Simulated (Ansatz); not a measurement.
Computed with Ansatz on PBE0-D4/def2-TZVP structures; ΔE is electronic, products minus reactants. CCSD(T)/CBS adds triple-zeta CCSD(T) − MP2 to the extrapolated MP2 energy (def2 sets, frozen cores). DFT in def2-TZVPP. No spin–orbit coupling; open shells (•) take unrestricted orbitals.

Reaction (isomerisation): `C[SiH2][SiH2]`• → `[SiH2]C[SiH3]`•

`C[SiH2][SiH2]`•:

Z-matrix (Å, degrees):
```
C
Si 1 1.875
H 1 1.092 2 110.7
H 1 1.092 2 110.5 3 119.8
H 1 1.092 2 110.8 3 -120.1
Si 2 2.328 1 110.6 3 60.3
H 2 1.490 1 110.7 3 179.4
H 2 1.493 1 109.9 3 -62.2
H 6 1.490 2 114.7 1 -55.5
H 6 1.489 2 115.4 1 175.9
```

`[SiH2]C[SiH3]`•:

Z-matrix (Å, degrees):
```
C
Si 1 1.874
Si 1 1.875 2 113.9
H 1 1.095 2 108.9 3 121.8
H 1 1.097 2 109.0 3 -121.6
H 2 1.488 1 110.9 3 176.0
H 2 1.487 1 110.1 3 55.9
H 2 1.487 1 110.1 3 -63.7
H 3 1.491 1 112.4 2 173.8
H 3 1.489 1 111.2 2 -62.5
```

Task: Is it downhill or uphill in electronic energy at CCSD(T)/CBS, and by how much? (An estimate is asked.)

Result: Ansatz gave: Uphill: ΔE = +3.7 kcal/mol.

Task: What do these levels give: BHLYP-D4, PBE, r2SCAN0, HF/CBS(def2), MP2/CBS(def2), CCSD/CBS(def2)? (Estimate.)

Result: The calculation gave: BHLYP-D4 3.3, PBE 6.5, r2SCAN0 4.6, HF/CBS(def2) 1.8, MP2/CBS(def2) 2.0, CCSD/CBS(def2) 3.6 kcal/mol.

Largest T1 diagnostic among the species: 0.013.

From PBE to PBE0 (25 % exact exchange), in def2-TZVPP and without D4, ΔE moves by −0.8 kcal/mol. Leaving LDA and LC-ωPBE aside and taking each functional with its dispersion term where it has one, the values, not all of them listed here, spread over 3.2 kcal/mol, from ωB97M-V to PBE-D4. LDA lies −1.0 kcal/mol from PBE without D4.
